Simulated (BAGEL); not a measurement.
# A workflow on BH3 (borane)

We compute a single-point energy (HF/def2-SVP), then a single-point energy (NEVPT2(2,2)/def2-SVP), then the energy (CASPT2(2,2)/def2-SVP) of BH3 (borane). 

Program for the calculation: BAGEL 1.2.2.

## Step 1: The system as given

The species is BH3 (4 atoms), meant as a singlet with charge 0. SMILES: `B`. The B1–H4 distance was set to 3.342 Å, away from the relaxed value. At this shape a bond of the SMILES string is far longer than usual.

Bond lengths: B1–H2 1.193 Å, B1–H3 1.193 Å. Angles: H2–B1–H3 120.0°.

## Step 2: A single-point energy at HF/def2-SVP (density fitting with svp-jkfit) (run 1)

Contents of job.json:

```json
{ "bagel": [

{
  "title": "molecule",
  "basis": "svp",
  "df_basis": "svp-jkfit",
  "angstrom": true,
  "geometry": [
    { "atom": "B", "xyz": [       1.234861,      -1.383123,       1.114159 ] },
    { "atom": "H", "xyz": [       2.203161,      -0.986323,       1.688059 ] },
    { "atom": "H", "xyz": [       0.944761,      -2.539823,       1.162259 ] },
    { "atom": "H", "xyz": [      -0.664400,       0.744900,      -0.626900 ] }
  ]
},

{
  "title": "hf"
},

{
  "title": "print",
  "file": "orbitals.molden",
  "orbitals": true
}

]}
```

Launch:

```console
$ BAGEL_NUM_THREADS=1 BAGEL job.json > job.out
```

The program printed:

```text
* using 1 threads per process

  ===============================================================
  ===============================================================

  *** Geometry ***

  { "atom" : "B", "xyz" : [      2.333549,     -2.613724,      2.105455 ] },
  { "atom" : "H", "xyz" : [      4.163371,     -1.863880,      3.189969 ] },
  { "atom" : "H", "xyz" : [      1.785340,     -4.799570,      2.196351 ] },
  { "atom" : "H", "xyz" : [     -1.255534,      1.407657,     -1.184669 ] },

  Number of auxiliary basis functions:      129

  Since a DF basis is specified, we compute 2- and 3-index integrals:
    o Being stored without compression. Storage requirement is 0.001 GB

  Number of basis functions:       29
  Number of electrons      :        8

    * METHOD: MOLECULE                             0.01

  *** RHF ***

  === Nuclear Repulsion ===
     5.7415459472

      * DIIS with orbital gradients will be used.

  === RHF iteration (svp) ===
      0        -26.06763273          0.01948889           0.00
      1        -26.10101877          0.01145656           0.00
      2        -26.11694739          0.00341658           0.00
      3        -26.11834077          0.00054929           0.00
      4        -26.11837657          0.00008700           0.00
      5        -26.11837764          0.00000688           0.00
      6        -26.11837765          0.00000121           0.00
      7        -26.11837766          0.00000037           0.00
      8        -26.11837766          0.00000009           0.00
      9        -26.11837766          0.00000001           0.00
    * SCF iteration converged.

    * Permanent dipole moment:
           (   -0.984239,     1.102781,    -0.902238) a.u.

    * METHOD: HF                                   0.02

    * METHOD: PRINT                                0.00

  ===============================================================
```

It took 0.22 s on 1 thread of Intel Xeon 6975P-C (Granite Rapids), shared host.

## Step 3: A single-point energy at NEVPT2(2,2)/def2-SVP (density fitting with svp-jkfit) (run 2)

Contents of input.json:

```json
{ "bagel": [

{
  "title": "molecule",
  "basis": "svp",
  "df_basis": "svp-jkfit",
  "angstrom": "true",
  "geometry": [
    { "atom": "B", "xyz": [       1.234861,      -1.383123,       1.114159 ] },
    { "atom": "H", "xyz": [       2.203161,      -0.986323,       1.688059 ] },
    { "atom": "H", "xyz": [       0.944761,      -2.539823,       1.162259 ] },
    { "atom": "H", "xyz": [      -0.664400,       0.744900,      -0.626900 ] }
  ]
},

{ "title": "hf" },

{ "title": "casscf", "nstate": 1, "nact": 2, "nclosed": 3, "active": [4, 5], "maxiter": 200, "natocc": "true" },

{ "title": "nevpt2", "nstate": 1, "nact": 2, "nclosed": 3, "active": [4, 5], "maxiter": 200, "natocc": "true", "ncore": 1 },

{ "title": "print", "file": "orbitals.molden", "orbitals": "true" }

]}
```

Launch:

```console
$ BAGEL_NUM_THREADS=1 BAGEL input.json > input.out
```

The program printed:

```text
* using 1 threads per process

  ===============================================================
  ===============================================================

  *** Geometry ***

  { "atom" : "B", "xyz" : [      2.333549,     -2.613724,      2.105455 ] },
  { "atom" : "H", "xyz" : [      4.163371,     -1.863880,      3.189969 ] },
  { "atom" : "H", "xyz" : [      1.785340,     -4.799570,      2.196351 ] },
  { "atom" : "H", "xyz" : [     -1.255534,      1.407657,     -1.184669 ] },

  Number of auxiliary basis functions:      129

  Since a DF basis is specified, we compute 2- and 3-index integrals:
    o Being stored without compression. Storage requirement is 0.001 GB

  Number of basis functions:       29
  Number of electrons      :        8

    * METHOD: MOLECULE                             0.01

  *** RHF ***

  === Nuclear Repulsion ===
     5.7415459472

      * DIIS with orbital gradients will be used.

  === RHF iteration (svp) ===
      0        -26.06763273          0.01948889           0.00
      1        -26.10101877          0.01145656           0.00
      2        -26.11694739          0.00341658           0.00
      3        -26.11834077          0.00054929           0.00
      4        -26.11837657          0.00008700           0.00
      5        -26.11837764          0.00000688           0.00
      6        -26.11837765          0.00000121           0.00
      7        -26.11837766          0.00000037           0.00
      8        -26.11837766          0.00000009           0.00
      9        -26.11837766          0.00000001           0.00
    * SCF iteration converged.

    * Permanent dipole moment:
           (   -0.984239,     1.102781,    -0.902238) a.u.

    * METHOD: HF                                   0.02

  ---------------------------
      CASSCF calculation
  ---------------------------

    ==== Active orbitals : =====
         Orbital 4
         Orbital 5
    ============================

    * nstate   :      1
    * nclosed  :      3
    * nact     :      2
    * nvirt    :     24
  === CASSCF iteration (svp) ===

    * Using the second-order algorithm

      0  0       -26.20956506     2.14e-02      0.00

      1  0       -26.23198464     1.91e-03      0.00

      2  0       -26.23214007     4.29e-04      0.00

      3  0       -26.23214748     9.90e-05      0.00

      4  0       -26.23214788     2.30e-05      0.00

      5  0       -26.23214790     5.34e-06      0.00

      6  0       -26.23214790     1.24e-06      0.00

      7  0       -26.23214790     2.88e-07      0.00

      8  0       -26.23214790     6.70e-08      0.00

      9  0       -26.23214790     1.56e-08      0.00

     10  0       -26.23214790     3.63e-09      0.00

    * Second-order optimization converged. *

     guess   0:   closed 1.                   open ..

  === FCI iteration ===

      0  0       -26.09407835     9.56e-02      0.00
      1  0       -26.22634260     2.25e-02      0.00
      2  0 *     -26.23214790     2.02e-16      0.00

     * ci vector, state   0, <S^2> = 0.0000
       2.     0.8058855327
       .2    -0.5920713709

    * METHOD: CASSCF                               0.04

    * freezing 1 orbital

  === DF-NEVPT2 calculation ===

    * 3-index integral transformation done
    * assembly done

      NEVPT2 correlation energy:   -0.0672702894      0.00

          (+0)     -0.0493594295
          (+0)'    -0.0024473996
          (+1)     -0.0024899852
          (+1)'    -0.0000000000
          (+2)     -0.0000346126
          (-1)     -0.0127640817
          (-1)'     0.0000000000
          (-2)     -0.0001747807

      NEVPT2 total energy:        -26.2994181921

    * METHOD: NEVPT2                               0.01

    * METHOD: PRINT                                0.00

  ===============================================================
```

It took 0.26 s on 1 thread of Intel Xeon 6975P-C (Granite Rapids), shared host.

## Step 4: A single-point energy at CASPT2(2,2)/def2-SVP (density fitting with svp-jkfit) (run 3)

Contents of input.json:

```json
{ "bagel": [

{
  "title": "molecule",
  "basis": "svp",
  "df_basis": "svp-jkfit",
  "angstrom": "true",
  "geometry": [
    { "atom": "B", "xyz": [    1.234861,   -1.383123,    1.114159 ] },
    { "atom": "H", "xyz": [    2.203161,   -0.986323,    1.688059 ] },
    { "atom": "H", "xyz": [    0.944761,   -2.539823,    1.162259 ] },
    { "atom": "H", "xyz": [   -0.664400,    0.744900,   -0.626900 ] }
  ]
},
{ "title": "hf" },
{ "title": "casscf", "nstate": 1, "nact": 2, "nclosed": 3, "active": [4, 5], "maxiter": 200, "natocc": "true" },
{ "title": "print", "file": "orbitals.molden", "orbitals": "true" },
{ "title": "smith", "method": "caspt2", "ms": "true", "xms": "true", "sssr": "true", "shift": 0.2, "shift_imag": "true", "ncore": 1 }

]}
```

Launch:

```console
$ BAGEL_NUM_THREADS=1 BAGEL input.json > input.out
```

The program printed:

```text
* using 1 threads per process

  ===============================================================
  ===============================================================

  *** Geometry ***

  { "atom" : "B", "xyz" : [      2.333549,     -2.613724,      2.105455 ] },
  { "atom" : "H", "xyz" : [      4.163371,     -1.863880,      3.189969 ] },
  { "atom" : "H", "xyz" : [      1.785340,     -4.799570,      2.196351 ] },
  { "atom" : "H", "xyz" : [     -1.255534,      1.407657,     -1.184669 ] },

  Number of auxiliary basis functions:      129

  Since a DF basis is specified, we compute 2- and 3-index integrals:
    o Being stored without compression. Storage requirement is 0.001 GB

  Number of basis functions:       29
  Number of electrons      :        8

    * METHOD: MOLECULE                             0.01

  *** RHF ***

  === Nuclear Repulsion ===
     5.7415459472

      * DIIS with orbital gradients will be used.

[... 6 lines left out ...]
    * SCF iteration converged.
[... 1 line left out ...]
    * Permanent dipole moment:
[... 27 lines left out ...]
    * Second-order optimization converged. *
[... 9 lines left out ...]
     * ci vector, state   0, <S^2> = 0.0000
[... 16 lines left out ...]
    * Zeroth order energy : state  0       -0.3288540383

    * CASPT2 iteration is performed using orthogonal basis

      -------------------------------------------  CASPT2 iteration  ---------------------------------------------------
       #      aibj      arbs      arbi      airj      risj      airs      arst      rist         Etot      error   time
      ------------------------------------------------------------------------------------------------------------------

       0  -0.04911  -0.00023  -0.01408  -0.00280  -0.00006  -0.00252  -0.00000   0.00000   -0.0688028  0.0007639   0.00
       1  -0.04912  -0.00023  -0.01409  -0.00280  -0.00006  -0.00255  -0.00000  -0.00000   -0.0688451  0.0000852   0.00
       2  -0.04912  -0.00023  -0.01409  -0.00280  -0.00006  -0.00255  -0.00000  -0.00000   -0.0688457  0.0000079   0.00
       3  -0.04912  -0.00023  -0.01409  -0.00280  -0.00006  -0.00255  -0.00000  -0.00000   -0.0688457  0.0000008   0.00

      ------------------------------------------------------------------------------------------------------------------

    * CASPT2 energy : state  0      -26.3015477500
        w/o shift correction        -26.3009935639
        reference weight              0.9724854918

    * METHOD: SMITH                                0.02

  ===============================================================
```

Run time: 0.28 s. Hardware: 1 thread of Intel Xeon 6975P-C (Granite Rapids), shared host.

## Step 5: Summary of results

| quantity | value |
| --- | --- |
| run 1, HF/def2-SVP: total energy | -26.11838 Eh |
| run 1, HF/def2-SVP: dipole moment | 4.40 D |
| run 1, HF/def2-SVP: HOMO energy | -7.52 eV |
| run 1, HF/def2-SVP: LUMO energy | -1.04 eV |
| run 1, HF/def2-SVP: HOMO–LUMO gap | 6.49 eV |
| run 2, NEVPT2(2,2)/def2-SVP: total energy | -26.29942 Eh |
| run 3, CASPT2(2,2)/def2-SVP: total energy | -26.30155 Eh |

**Reading.** One bond (run 1, HF/def2-SVP) is far stretched, which a spin-restricted single reference describes badly; a broken-symmetry solution may lie lower.
